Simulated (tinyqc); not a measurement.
Inside a calculation. Method: UKS/BP86 in the sto-6g basis, for NH, spin multiplicity 3. One step of it, computed by the program tinyqc.

Task: Iteration 1: diagonalisation and new density. Diagonalise F' = X^T F X, C = X C', fill 5 alpha and 3 beta electrons from the bottom; D(s) = C_occ C_occ^T. Each column has its largest component positive (the first on a tie).

F(alpha) (hartree), order 1N 1s, 1N 2s, 1N 2px, 1N 2py, 1N 2pz, 2H 1s:
$$\begin{pmatrix}
-15.755320 & -3.648805 & -0.019055 & 0.003782 & -0.010021 & -0.310614 \\
-3.648805 & -1.690995 & -0.097663 & -0.022127 & -0.016639 & -0.298516 \\
-0.019055 & -0.097663 & -0.402731 & -0.007937 & -0.010691 & -0.014053 \\
0.003782 & -0.022127 & -0.007937 & -0.417850 & -0.000624 & -0.003904 \\
-0.010021 & -0.016639 & -0.010691 & -0.000624 & -0.446125 & -0.184320 \\
-0.310614 & -0.298516 & -0.014053 & -0.003904 & -0.184320 & -0.098020
\end{pmatrix}$$

F(beta) (hartree), order 1N 1s, 1N 2s, 1N 2px, 1N 2py, 1N 2pz, 2H 1s:
$$\begin{pmatrix}
-15.558272 & -3.618841 & -0.013722 & -0.008971 & -0.000749 & -0.307706 \\
-3.618841 & -1.604568 & -0.050485 & -0.008200 & -0.006812 & -0.281269 \\
-0.013722 & -0.050485 & -0.324715 & 0.005384 & -0.001783 & -0.007401 \\
-0.008971 & -0.008200 & 0.005384 & -0.323075 & -0.002595 & -0.000248 \\
-0.000749 & -0.006812 & -0.001783 & -0.002595 & -0.359680 & -0.166145 \\
-0.307706 & -0.281269 & -0.007401 & -0.000248 & -0.166145 & -0.022043
\end{pmatrix}$$

X, order 1N 1s, 1N 2s, 1N 2px, 1N 2py, 1N 2pz, 2H 1s:
$$\begin{pmatrix}
1.020925 & -0.121663 & 0.000000 & 0.000000 & -0.003055 & 0.013227 \\
-0.121663 & 1.046516 & 0.000000 & 0.000000 & 0.026408 & -0.135764 \\
0.000000 & 0.000000 & 1.000000 & 0.000000 & 0.000000 & 0.000000 \\
0.000000 & 0.000000 & 0.000000 & 1.000000 & 0.000000 & 0.000000 \\
-0.003055 & 0.026408 & 0.000000 & 0.000000 & 1.026838 & -0.138522 \\
0.013227 & -0.135764 & 0.000000 & 0.000000 & -0.138522 & 1.051963
\end{pmatrix}$$

Give: F' = X^T F X; orbital energies; coefficients C; F' = X^T F X; orbital energies; coefficients C; D(alpha) after iteration 1; D(beta) after iteration 1.

Result:

F' = X^T F X (alpha) (hartree):
$$\begin{pmatrix}
-15.5476 & -1.7458 & -0.0077 & 0.0065 & -0.0158 & -0.0235 \\
-1.7458 & -1.0831 & -0.0983 & -0.0231 & 0.0056 & -0.1296 \\
-0.0077 & -0.0983 & -0.4027 & -0.0079 & -0.0116 & -0.0003 \\
0.0065 & -0.0231 & -0.0079 & -0.4178 & -0.0007 & -0.0010 \\
-0.0158 & 0.0056 & -0.0116 & -0.0007 & -0.4195 & -0.1311 \\
-0.0235 & -0.1296 & -0.0003 & -0.0010 & -0.1311 & -0.0081
\end{pmatrix}$$

orbital energies (alpha) (hartree): MO1 -15.7554, MO2 -0.9129, MO3 -0.4563, MO4 -0.4170, MO5 -0.3844, MO6 0.0472

coefficients C (alpha), order 1N 1s, 1N 2s, 1N 2px, 1N 2py, 1N 2pz, 2H 1s:
$$\begin{pmatrix}
0.9994 & -0.2333 & 0.0172 & 0.0161 & 0.0386 & 0.0442 \\
0.0026 & 1.0049 & -0.0903 & -0.0683 & -0.1677 & -0.2798 \\
0.0013 & 0.1854 & 0.0688 & 0.0982 & 0.9747 & 0.0356 \\
-0.0002 & 0.0498 & -0.0088 & 0.9927 & -0.1091 & 0.0047 \\
0.0008 & 0.0341 & 0.9481 & 0.0023 & -0.0586 & -0.4133 \\
-0.0005 & 0.0103 & 0.1502 & -0.0097 & -0.0502 & 1.0579
\end{pmatrix}$$

F' = X^T F X (beta) (hartree):
$$\begin{pmatrix}
-15.3484 & -1.7486 & -0.0080 & -0.0082 & -0.0076 & -0.0228 \\
-1.7486 & -0.9962 & -0.0502 & -0.0075 & 0.0159 & -0.1340 \\
-0.0080 & -0.0502 & -0.3247 & 0.0054 & -0.0021 & -0.0009 \\
-0.0082 & -0.0075 & 0.0054 & -0.3231 & -0.0028 & 0.0011 \\
-0.0076 & 0.0159 & -0.0021 & -0.0028 & -0.3317 & -0.1353 \\
-0.0228 & -0.1340 & -0.0009 & 0.0011 & -0.1353 & 0.0694
\end{pmatrix}$$

orbital energies (beta) (hartree): MO1 -15.5585, MO2 -0.8105, MO3 -0.3720, MO4 -0.3276, MO5 -0.3153, MO6 0.1293

coefficients C (beta), order 1N 1s, 1N 2s, 1N 2px, 1N 2py, 1N 2pz, 2H 1s:
$$\begin{pmatrix}
0.9992 & -0.2372 & 0.0115 & -0.0125 & 0.0183 & 0.0454 \\
0.0037 & 1.0170 & -0.0641 & 0.0543 & -0.0815 & -0.2849 \\
0.0009 & 0.0992 & -0.0082 & -0.6130 & 0.7837 & 0.0148 \\
0.0006 & 0.0117 & 0.0432 & 0.7874 & 0.6147 & 0.0063 \\
0.0002 & 0.0137 & 0.9438 & -0.0380 & -0.0135 & -0.4262 \\
-0.0005 & 0.0194 & 0.1674 & -0.0011 & -0.0216 & 1.0562
\end{pmatrix}$$

D(alpha) after iteration 1, order 1N 1s, 1N 2s, 1N 2px, 1N 2py, 1N 2pz, 2H 1s:
$$\begin{pmatrix}
1.0553 & -0.2411 & -0.0016 & -0.0002 & 0.0069 & -0.0024 \\
-0.2411 & 1.0508 & 0.0099 & 0.0013 & -0.0417 & 0.0058 \\
-0.0016 & 0.0099 & 0.9987 & -0.0002 & 0.0147 & -0.0376 \\
-0.0002 & 0.0013 & -0.0002 & 1.0000 & 0.0020 & -0.0050 \\
0.0069 & -0.0417 & 0.0147 & 0.0020 & 0.9035 & 0.1456 \\
-0.0024 & 0.0058 & -0.0376 & -0.0050 & 0.1456 & 0.0253
\end{pmatrix}$$

D(beta) after iteration 1, order 1N 1s, 1N 2s, 1N 2px, 1N 2py, 1N 2pz, 2H 1s:
$$\begin{pmatrix}
1.0547 & -0.2383 & -0.0227 & -0.0017 & 0.0078 & -0.0032 \\
-0.2383 & 1.0384 & 0.1014 & 0.0092 & -0.0465 & 0.0090 \\
-0.0227 & 0.1014 & 0.0099 & 0.0008 & -0.0063 & 0.0006 \\
-0.0017 & 0.0092 & 0.0008 & 0.0020 & 0.0409 & 0.0075 \\
0.0078 & -0.0465 & -0.0063 & 0.0409 & 0.8910 & 0.1583 \\
-0.0032 & 0.0090 & 0.0006 & 0.0075 & 0.1583 & 0.0284
\end{pmatrix}$$
